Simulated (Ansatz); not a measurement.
**What a trial cell of AlP₃ relaxes into**

Method: DFT PBE, scalar-relativistic, plane waves, PAW in Ansatz 0.2.0. Cutoff 420 eV, Γ-centred k mesh, Gaussian smearing, no spin polarisation in the final step.

The start puts AlP₃ on the Cu3Au (L1_2) structure type (Pm-3m, No. 221), with Al in place of Au, P in place of Cu, at a guessed volume.

```
Al P
1.0
     4.02521    0.00000    0.00000
     0.00000    4.02521    0.00000
     0.00000    0.00000    4.02521
Al P
1 3
Direct
  0.00000 0.00000 0.00000
  0.00000 0.50000 0.50000
  0.50000 0.00000 0.50000
  0.50000 0.50000 0.00000
```

Cell and atoms relax at zero pressure; the relaxation can't lower the symmetry of the start.

Energies over the elements count from the elements' standard structures at the same level, with no empirical corrections.

(1) Which crystal results?

(2) What are its volume, energy, density and gap?

## Answers

(1) It keeps Pm-3m (No. 221). The result has the Cu3Au (L1_2) structure. Conventional cell: a = 3.924 Å. Al is coordinated by 12 P at 2.77 Å; around P lie 4 Al at 2.77 Å and 8 P at 2.77 Å.

```xyz
4
Lattice="3.9237 0.0000 0.0000 0.0000 3.9237 0.0000 0.0000 0.0000 3.9237" Properties=species:S:1:pos:R:3 pbc="T T T"
Al    0.0000    0.0000    0.0000
P     0.0000    1.9618    1.9618
P     1.9618    0.0000    1.9618
P     1.9618    1.9618    0.0000
```

(2) The volume per atom is 15.10 Å³, the density is 3.30 g/cm³ and the energy over the elements is 0.49 eV/atom. The gap on the 12×12×12 mesh is 0 eV (a metal).

The final run used a 12×12×12 mesh on its 4-atom cell and 0.10 eV smearing. For metals, differences of a few meV/atom aren't resolved. A structure relaxed within its symmetry needn't be a true minimum. The steps took roughly 30 core-seconds in all.